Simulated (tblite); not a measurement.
**Question.** Write a Z-matrix for `CCS[C](C)S` [radical] as optimised with GFN2-xTB. (Doublet state.)

**Answer.** 
Z-matrix in Å and degrees, rows numbered from 1:
```
C 
C   1  1.5159
S   2  1.8365  1  112.32
C   3  1.7317  2  102.17  1    98.04
C   4  1.4907  3  116.69  2   165.67
S   4  1.7657  3  118.17  2   -45.81
H   1  1.0876  2  110.48  3    58.05
H   1  1.0875  2  110.73  3   -62.31
H   1  1.0882  2  109.64  3   177.95
H   2  1.0885  1  111.89  3   120.01
H   2  1.0899  1  110.96  3  -117.20
H   5  1.0877  4  109.25  3   -33.11
H   5  1.0941  4  112.43  3    87.02
H   5  1.0919  4  110.17  3  -152.82
H   6  1.3343  4   94.80  3   169.46
```

S6 (sulfur bonded to C and H) is bent (angle 94.8°). The 2 C–C bonds span 1.491 Å (C4–C5, drawn single) to 1.516 Å (C1–C2, drawn single), a spread of 0.025 Å. C4 (carbon bonded to C and 2 S) has angles 118.2°, 117.4° and 116.7°, sum 352.2°, 0.27 Å off the plane of its three neighbours. Of the pairs four or more bonds apart, S6···H8 is among the closest relative to their van der Waals radii: 2.81 Å, 94 % of the sum of Bondi's values.

Computed geometry: GFN2-xTB, gas phase. This method treats the open shell by occupation alone, without spin polarisation.

Point group: C1 (no symmetry element, even within 0.4 Å). Its GFN2-xTB frequencies are all real (lowest 55 cm⁻¹). Torsions: C1–C2–S3–C4 98°, C2–S3–C4–C5 166°, S3–C4–S6–H 169°.

Hardware: one thread of an Arm Neoverse V1, shared host with 32 logical CPUs at a one-minute load of 30. Cost: 0.76 s of wall time. This is the geometry optimisation.

One conformer stands for the species.
